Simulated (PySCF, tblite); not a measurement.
# SiCl₂ (triplet): geometry, infrared bands and EPR parameters

What infrared bands and EPR parameters should SiCl₂ (triplet) (`Cl[Si]Cl`) show?

Programs: tblite 0.8.0 and PySCF 2.14.0, with density-fitted response routines of our own. Each step states its level of theory. These are calculated values for one molecule in the gas phase, unless marked as measured. Atoms are numbered from 0 throughout.

**1. The starting structure**

3 atoms, charge 0, multiplicity 3; geometry from: force field or distance geometry start.

Bonds of the start (Å): Cl0–Si1 2.04, Si1–Cl2 2.07.

**2. Geometry optimisation with GFN2-xTB**

The job: settings as JSON, then the geometry in Å.

```
{"job": {"kind": "relax", "xc": "GFN2-xTB", "basis": "xTB"}, "charge": 0, "multiplicity": 3}
Cl    -1.612400    -0.426500    -0.002600
Si    -0.008200     0.840100    -0.011500
Cl     1.632100    -0.416200     0.001600
```

On the command line:

```bash
$ OMP_NUM_THREADS=1 python probes_run.py task.json out
```

This one command runs all jobs of the session in turn.

**Question.** This job is followed by: GFN2-xTB harmonic vibrations, gas phase; UKS B3LYP, pcH-1 on Cl Si, non-relativistic, mean-field spin-orbit, GIAO. Predict these results of the whole session: strongest single infrared mode (GFN2-xTB); zero-point energy (GFN2-xTB); D, E (B3LYP); g(iso) (B3LYP); ⟨S²⟩; largest a(iso) (averaged by class); surface potential, 1st and 99th percentile.

The runs gave:

```
                                 quantity                    value
strongest single infrared mode (GFN2-xTB)      486 cm⁻¹, 92 km/mol
             zero-point energy (GFN2-xTB)             1.4 kcal/mol
                             D, E (B3LYP)      -1.385, -0.031 cm⁻¹
                           g(iso) (B3LYP)                  2.00418
                                     ⟨S²⟩       2.002 (exact 2.00)
       largest a(iso) (averaged by class)  29Si on Si1, -798.1 MHz
    surface potential, 1st and 99th percentile       -0.24 V and 1.58 V
```

In words: The optimisation took 9 steps and gained 0.060 eV; among the close pairs (by a distance rule), Cl0–Si1 changed most, from 2.044 to 2.057 Å. No mode is imaginary among the 3: a minimum at this level. The strongest single mode, at 486 cm⁻¹, moves mainly Si1. GFN2-xTB is a fitted tight-binding method: band positions and strengths are rough. Its intensities can rank the bands wrongly. Most of the unpaired spin sits on Si1 (1.64 e). The isotropic g lies 1.9 ppt above the free-electron value. The triplet studied here may not be the ground state; the singlet was not compared.
